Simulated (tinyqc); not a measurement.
RKS/exchange-only LDA in the sto-3g basis, for HF, spin multiplicity 1, step by step. One step of it, computed by the program tinyqc.

Question. Iteration 2: DIIS coefficients. Solve [B -1; -1 0][c; lambda] = [0; -1] for the coefficients, which sum to one.

B (overlaps of the stored error matrices):
```
,1,2
1,3.9617431e-01,-3.9956343e-01
2,-3.9956343e-01,9.4466824e-01
```

Give: DIIS coefficients.

Answer.

DIIS coefficients: 0.628  0.372
